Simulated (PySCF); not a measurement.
Species: C₂H₃N.
Atom-mapped SMILES: `[CH3:1][C:2]#[N:3]` (hydrogens: H4, H5, H6 on C1)

Structure used (PBE0-D3(BJ)/def2-SVP), in Å, numbered top down from 1:
```
atom  x, y, z in Å
C1    -0.4728    0.0111   -0.0590
C2     0.9703   -0.0697    0.0829
N3     2.1199   -0.1346    0.1955
H4    -0.8440   -0.8295   -0.6627
H5    -0.9557   -0.0246    0.9283
H6    -0.7546    0.9512   -0.5543
```

Computed with PySCF at CAM-B3LYP/def2-SVPD, non-relativistic, on one gas-phase PBE0-D3(BJ)/def2-SVP geometry that isn't relaxed in the solvent. The solvent is an IEF-PCM continuum (cavity from Bondi-type radii × 1.2), and excitations are vertical TDDFT with non-equilibrium linear response and a frozen core. The model holds no explicit solvent molecules, cavitation or dispersion.

Gas-phase singlets (H = HOMO, L = LUMO):

| state | E (eV) | λ (nm) | f | leading configurations |
| --- | --- | --- | --- | --- |
| S1 | 7.697 | 161 | 0.000 | H→L+1 44%, H-1→L+2 44% |
| S2 | 8.052 | 154 | 0.002 | H-1→L+1 46%, H→L+2 46% |
| S3 | 8.052 | 154 | 0.002 | H-1→L+2 46%, H→L+1 46% |
| S4 | 8.733 | 142 | 0.002 | H→L 92% |
| S5 | 8.734 | 142 | 0.002 | H-1→L 92% |

Q: How does the list change in chloroform (ε = 4.711)?

A: 
| state | E (eV) | λ (nm) | f | leading configurations | change by rank (eV) |
| --- | --- | --- | --- | --- | --- |
| S1 | 7.784 | 159 | 0.000 | H→L+1 40%, H-1→L+2 40% | +0.087 |
| S2 | 8.119 | 153 | 0.002 | H-1→L+2 46%, H→L+1 46% | +0.067 |
| S3 | 8.119 | 153 | 0.002 | H-1→L+1 46%, H→L+2 46% | +0.067 |
| S4 | 9.023 | 137 | 0.008 | H→L 90% | +0.290 |
| S5 | 9.024 | 137 | 0.008 | H-1→L 90% | +0.290 |

Q: What are the lowest 5 singlets in acetone (ε = 20.49)?

A: 
```tsv
state	E (eV)	λ (nm)	f	leading configurations	change by rank (eV)
S1	7.808	159	0.000	H→L+1 44%, H-1→L+2 44%	+0.111
S2	8.142	152	0.002	H-1→L+2 39%, H→L+1 39%	+0.090
S3	8.142	152	0.002	H-1→L+1 39%, H→L+2 39%	+0.090
S4	9.111	136	0.009	H→L 92%	+0.378
S5	9.111	136	0.009	H-1→L 92%	+0.377
```

Q: How do the frontier levels move from gas to acetone?

A: 
```json
{"orbital": "LUMO+2", "gas (eV)": "1.96", "solvent (eV)": "1.99", "change (eV)": "+0.03", "Löwdin shares, gas": "N3 34 %, C2 29 %, C1 18 %, H6 13 %", "Löwdin shares, solvent": "N3 38 %, C2 34 %, C1 14 %, H4 9 %"}
{"orbital": "LUMO+1", "gas (eV)": "1.96", "solvent (eV)": "1.99", "change (eV)": "+0.03", "Löwdin shares, gas": "N3 34 %, C2 29 %, C1 18 %, H5 11 %", "Löwdin shares, solvent": "N3 38 %, C2 34 %, C1 14 %, H5 8 %"}
{"orbital": "LUMO", "gas (eV)": "0.96", "solvent (eV)": "1.40", "change (eV)": "+0.44", "Löwdin shares, gas": "C1 40 %, C2 24 %, H4 11 %, H5 11 %", "Löwdin shares, solvent": "C2 38 %, C1 33 %, H4 8 %, H6 8 %"}
{"orbital": "HOMO", "gas (eV)": "-10.94", "solvent (eV)": "-11.07", "change (eV)": "-0.13", "Löwdin shares, gas": "N3 48 %, C2 37 %, C1 9 %", "Löwdin shares, solvent": "N3 46 %, C2 34 %, C1 12 %, H4 5 %"}
{"orbital": "HOMO-1", "gas (eV)": "-10.94", "solvent (eV)": "-11.07", "change (eV)": "-0.13", "Löwdin shares, gas": "N3 48 %, C2 37 %, C1 9 %, H5 4 %", "Löwdin shares, solvent": "N3 46 %, C2 34 %, C1 12 %, H5 5 %"}
{"orbital": "HOMO-2", "gas (eV)": "-11.89", "solvent (eV)": "-12.34", "change (eV)": "-0.45", "Löwdin shares, gas": "N3 80 %, C2 16 %", "Löwdin shares, solvent": "N3 79 %, C2 17 %"}
{"orbital": "HOMO-3", "gas (eV)": "-14.66", "solvent (eV)": "-14.19", "change (eV)": "+0.47", "Löwdin shares, gas": "C1 45 %, H5 20 %, C2 14 %, H4 11 %", "Löwdin shares, solvent": "C1 43 %, H4 16 %, C2 16 %, H6 14 %"}
```

The HOMO–LUMO gap goes from 11.90 to 12.46 eV. Rows go by rank; for HOMO-3 and LUMO the atom shares or the degeneracy differ between the runs, so the row needn't follow one orbital. Shares within a degenerate set are those of one arbitrary member.
